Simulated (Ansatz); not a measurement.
# AlCCl (quintet): from Hartree-Fock to the top rungs, cc-pVDZ

Aim: climb from Hartree-Fock through coupled cluster and multireference methods for AlCCl (quintet) at one geometry and basis, and see what each rung misses.

Program: Ansatz 0.2.0, Gaussian basis. Level of theory: cc-pVDZ, core rule «outside noble gas», up to 11 orbitals frozen. These are calculated values, not measurements.

Plan: UHF; CCSD(T) on ROHF; CCSD(T) on UHF; BCCD(T) on ROHF; CISD; CCSDT(Q) on ROHF; CCSDT(Q) on UHF; CASSCF and MRCISD+Q, 12 electrons in 11 orbitals; CASSCF and NEVPT2, 12 electrons in 11 orbitals.

20 further runs of the same task are left out: 8 that didn't finish, 12 set aside as unsound or not needed.

### Step 1. The system

The geometry is a PBE0/def2-TZVP stationary point (not a proven minimum) of the parent state, kept for this charge and spin.

3 atoms, charge 0, spin multiplicity 5.

Atoms are counted from 1 here; the program's logs count them from 0.

Bond lengths: Al1–C2 1.945 Å, C2–Cl3 1.645 Å. Angles: Al1–C2–Cl3 180.0°.

### Step 2. UHF

The input, in.yaml:

```yaml
crystal:
  periodic: [false, false, false]
  atoms:
    - {symbol: Al, position_ang: [0.000000, 0.000000, 1.845217]}
    - {symbol: C, position_ang: [0.000000, 0.000000, -0.099904]}
    - {symbol: Cl, position_ang: [0.000000, 0.000000, -1.745313]}
basis:
  gaussian: {orbitals: cc-pVDZ}
magnetization: {spin_polarized: true, initial_magnetization: 4}
hamiltonian: {xc: hf}
output: {orbitals: {seedname: orbitals}}
```

Started as:

```sh
> ansatz run in.yaml --threads 1 --pin off --events-out ev --progress --plain --max-ram 2393MiB
```

After this run come: CCSD(T) on ROHF; CCSD(T) on UHF; BCCD(T) on ROHF; CISD; CCSDT(Q) on ROHF; CCSDT(Q) on UHF; CASSCF and MRCISD+Q, 12 electrons in 11 orbitals; CASSCF and NEVPT2, 12 electrons in 11 orbitals.

Q: Predict the results of all the runs planned. Wanted: UCCSDT(Q) below the RHF energy; RMP2 from UCCSDT(Q); UMP2 from UCCSDT(Q); RCCSD from UCCSDT(Q); RCCSD(T) from UCCSDT(Q); UCCSD(T) from UCCSDT(Q); RCCSDT(Q) from UCCSDT(Q); NEVPT2 valence from UCCSDT(Q); MRCISD+Q valence from UCCSDT(Q).

As calculated:

```
                         quantity                      value
   UCCSDT(Q) below the RHF energy                 -7.9013 eV
              RMP2 from UCCSDT(Q)                +1059.3 meV
              UMP2 from UCCSDT(Q)                +1109.3 meV
             RCCSD from UCCSDT(Q)                 +282.1 meV
          RCCSD(T) from UCCSDT(Q)                  +49.0 meV
          UCCSD(T) from UCCSDT(Q)                  +51.5 meV
         RCCSDT(Q) from UCCSDT(Q)                   +3.5 meV
    NEVPT2 valence from UCCSDT(Q)                +1195.8 meV
  MRCISD+Q valence from UCCSDT(Q)                  +62.7 meV
levels within 1 kcal/mol (43 meV)  RCCSDT, UCCSDT, RCCSDT(Q)
                    T1 diagnostic                      0.029
   effectively unpaired electrons                       4.02
```

**Reading.** RCCSD(T) lands +49.0 meV from the yardstick (0.6 % of the correlation energy). One determinant dominates. Of the multireference levels listed MRCISD+Q valence comes nearest in total energy (+62.7 meV), which doesn't show that its space is the better one. These misses are within one basis, not against nature; the frozen cores of restricted and unrestricted runs differ, which can shift their rows.
